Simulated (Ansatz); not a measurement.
Low-lying states of CF (charge +1)

Computed with Ansatz's Gaussian-basis code (development build). State-averaged CASSCF with equal weights; occupations are averaged over the states; levels count from the state that is lowest in CASSCF. CASSCF levels without dynamic correlation can be off by over 1 eV. No symmetry is imposed, so a solution can break that of the shape. The lowest solution met needn't be the lowest there is, nor hold the orbitals that a chemist would pick. The average may hold one member of a degenerate pair alone.

Geometry: bond length 1.2700 Å.

Basis cc-pVTZ, nonrelativistic, 2 orbitals frozen in the corrections; active space CAS(4,5). Averaged: 3 singlets.

Task: Give the levels in order.

Result: 

```json
{"state": "singlet", "CASSCF (eV)": "0.000"}
{"state": "singlet", "CASSCF (eV)": "7.138"}
{"state": "singlet", "CASSCF (eV)": "7.138"}
```

Occupations: 1.95, 1.31, 0.35, 0.35, 0.03.

Same geometry.

Basis cc-pVTZ, nonrelativistic, 2 orbitals frozen in the corrections; active space CAS(4,5). Averaged: 1 singlet, 1 triplet.

Task: Give the levels in order, with their spins.

Result: 

```tsv
state	CASSCF (eV)
singlet	0.000
triplet	4.163
```

Occupations: 1.98, 1.45, 0.53, 0.03, 0.02.

Same geometry.

Basis cc-pVTZ, nonrelativistic, 2 orbitals frozen in the corrections; active space CAS(4,5). Averaged: 1 singlet, 1 triplet, 1 quintet.

Task: Give the levels in order, with their spins.

Result: 

```tsv
state	CASSCF (eV)
singlet	0.000
triplet	4.033
quintet	9.906
```

Occupations: 1.63, 1.30, 0.69, 0.37, 0.01.
